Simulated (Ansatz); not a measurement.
Cs2AgBiBr6 (Fm-3m, No. 225), treated with r²SCAN (Ansatz, a program for electronic structure, PAW).

Settings: plane-wave cutoff 560 eV, 6×6×6 k mesh, Fermi–Dirac smearing 0.01 eV, no spin polarisation, scalar-relativistic PAW data made under PBE.

Cell (relaxed at this level):

```
AgBiCs2Br6
1.0
    0.00000     5.67224     5.67224
    5.67224     0.00000     5.67224
    5.67224     5.67224     0.00000
Bi Ag Cs Br
1 1 2 6
Direct
  0.00000   0.00000   0.00000
  0.50000   0.50000   0.50000
  0.25000   0.25000   0.25000
  0.75000   0.75000   0.75000
  0.25187   0.74813   0.25187
  0.25187   0.74813   0.74813
  0.74813   0.25187   0.74813
  0.74813   0.25187   0.25187
  0.25187   0.25187   0.74813
  0.74813   0.74813   0.25187
```

Question: What does this level give for the band gap and direct gap at Γ?

Answer: 
- band gap: 1.67 eV (on the SCF k mesh)
- direct gap at Γ: 3.30 eV

Spin–orbit coupling is not included; with these elements it can move the gap by several tenths of an eV or more.

Static lattice: no zero-point or thermal effects.

It cost about 7 core-minutes (a rough figure) of CPU time.
